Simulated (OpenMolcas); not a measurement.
# SiNH4O− (SMILES N[SiH-]O) at FNO-MP2/MIDI (Cholesky decomposition, virtual fraction 0.5)

Aim: the energy difference between two shapes of SiNH4O− at FNO-MP2/MIDI (Cholesky decomposition, virtual fraction 0.5), from 2 runs. 

The results are computed with OpenMolcas 26.06.

9 further runs of the same task are left out: 1 that didn't finish, 8 set aside as unsound or not needed.

### Step 1. The molecule

SiNH4O−: 7 atoms, total charge -1, spin state singlet. SMILES: `N[SiH-]O`. The coordinates come from a GFN2-xTB relaxation. This is one conformer, not always the lowest.

Bond lengths: N1–Si2 1.835 Å, Si2–O3 1.697 Å, N1–H4 1.017 Å, N1–H5 1.016 Å, Si2–H6 1.554 Å, O3–H7 0.962 Å. Angles: N1–Si2–O3 100.2°, N1–Si2–H6 94.0°, O3–Si2–H6 101.8°, Si2–N1–H4 110.5°, Si2–N1–H5 109.5°, Si2–O3–H7 113.4°, H4–N1–H5 105.9°.

### Step 2. The energy at FNO-MP2/MIDI (Cholesky decomposition, virtual fraction 0.5)

struct.xyz

```xyz
7

N     -0.940250     0.080330    -0.489950
Si     0.408150     0.625000     0.628660
O      1.725490    -0.181570    -0.074880
H     -0.881470     0.565790    -1.381210
H     -1.837290     0.339730    -0.090590
H      0.007340    -0.353090     1.768080
H      1.518040    -1.076200    -0.360110
```

run.inp

```
* H4NOSi FNO-MP2

&GATEWAY
 BasLib
 $CurrDir
 Coord
 struct.xyz
 Basis
 MIDI
 Group
 NoSym

&SEWARD
 Low

&SCF
 Charge
 -1
 PrOrbitals
 1 2

&MBPT2
 FNOMP2
 0.5
 DoMP2
 Frozen
 7
```

The basis set MIDI is read from a file made from the Basis Set Exchange's data (not shown).

Started as:

```bash
$ export MOLCAS_MEM=1860
$ pymolcas run.inp > run.log
```

Log:

```text
--- Start Module: gateway ---
[...]
--- Stop Module: gateway /rc=_RC_ALL_IS_WELL_ ---
[...]
      Basis functions           39
[...]
--- Start Module: scf ---
[...]
       Convergence after  15 Iterations
[...]
::    Total SCF energy                               -418.2466699553
[...]
      Total spin, S                                     0.0000000000
[...]
      Total electronic charge=   34.000000
      Total            charge=   -1.000000
[...]
      Dipole Moment (debye):
      Origin of the operator (angstrom)=    0.3975    0.2448    0.1526
                   X= -1.4354E+00               Y= -1.1311E+00               Z= -2.4096E+00           Total=  3.0243E+00
      Center of Charge (angstrom)
[...]
--- Stop Module: scf /rc=_RC_ALL_IS_WELL_ ---
--- Start Module: mbpt2 ---
[...]
WARNING!
Default frozen orbitals as non valence orbitals is overwritten by user input.
Default values:   4
[...]
       Reference weight ( Cref**2 )         =        0.93058
::    Total MBPT2 energy                             -418.4614192423
[...]
--- Stop Module: mbpt2 /rc=_RC_ALL_IS_WELL_ ---
[...]
```

It took 2.1 s on 1 thread of Arm Neoverse V1, shared host.

### Step 3. The distorted shape, same level

struct.xyz

```xyz
7

N     -0.881523    -0.128762    -0.626862
Si     0.307812     0.484531     0.733951
O      1.777985    -0.159656    -0.035871
H     -0.836194     0.913807    -1.435712
H     -1.859908     0.255625    -0.020807
H      0.102527    -0.338549     1.756058
H      1.560279    -1.081920    -0.221272
```

run.input

```
&gateway
  baslib = $CurrDir
  coord = struct.xyz
  basis = MIDI
  group = NoSym

&seward
  low

&scf
  charge = -1
  prorbitals = 1 2

&mbpt2
  fnomp2 = 0.5
  domp2
  frozen = 7
```

The basis set MIDI is read from a file made from the Basis Set Exchange's data (not shown).

Started as:

```bash
$ export MOLCAS_MEM=1860
$ pymolcas run.input > run.log
```

Log:

```text
--- Start Module: gateway ---
[...]
--- Stop Module: gateway /rc=_RC_ALL_IS_WELL_ ---
[...]
      Basis functions           39
[...]
--- Start Module: scf ---
[...]
       Convergence after  16 Iterations
[...]
::    Total SCF energy                               -418.1579522231
[...]
      Total spin, S                                     0.0000000000
[...]
      Total electronic charge=   34.000000
      Total            charge=   -1.000000
[...]
      Dipole Moment (debye):
      Origin of the operator (angstrom)=    0.3817    0.1443    0.1816
                   X= -1.0677E+00               Y= -1.7542E+00               Z= -4.5873E-01           Total=  2.1042E+00
      Center of Charge (angstrom)
[...]
--- Stop Module: scf /rc=_RC_ALL_IS_WELL_ ---
[...]
--- Start Module: mbpt2 ---
[...]
WARNING!
Default frozen orbitals as non valence orbitals is overwritten by user input.
Default values:   4
[...]
       Reference weight ( Cref**2 )         =        0.91293
::    Total MBPT2 energy                             -418.4009507574
[...]
--- Stop Module: mbpt2 /rc=_RC_ALL_IS_WELL_ ---
[...]
```

Run time: 2.2 s. Hardware: 1 thread of Arm Neoverse V1, shared host.

### Step 4. Results

At FNO-MP2/MIDI (Cholesky decomposition, virtual fraction 0.5), 7 core orbitals frozen:

| quantity | value |
| --- | --- |
| first shape: total energy | -418.46142 Eh |
| first shape: HOMO energy (Hartree–Fock orbitals) | -1.20 eV |
| first shape: LUMO energy (Hartree–Fock orbitals) | 10.48 eV |
| first shape: HOMO–LUMO gap (to an unbound level, set by the basis) | 11.68 eV |
| first shape: correlation energy (7 core orbitals frozen) | -214.7 mEh |
| distorted shape: total energy | -418.40095 Eh |
| distorted shape: HOMO energy (Hartree–Fock orbitals) | -1.38 eV |
| distorted shape: LUMO energy (Hartree–Fock orbitals) | 9.40 eV |
| distorted shape: HOMO–LUMO gap (to an unbound level, set by the basis) | 10.77 eV |
| distorted shape: correlation energy (7 core orbitals frozen) | -243.0 mEh |
| energy change with the atoms displaced | 1.645 eV |

With the atoms displaced the energy rises by 1.65 eV (159 kJ/mol). The first shape isn't relaxed at this level, so the change isn't measured from a minimum.
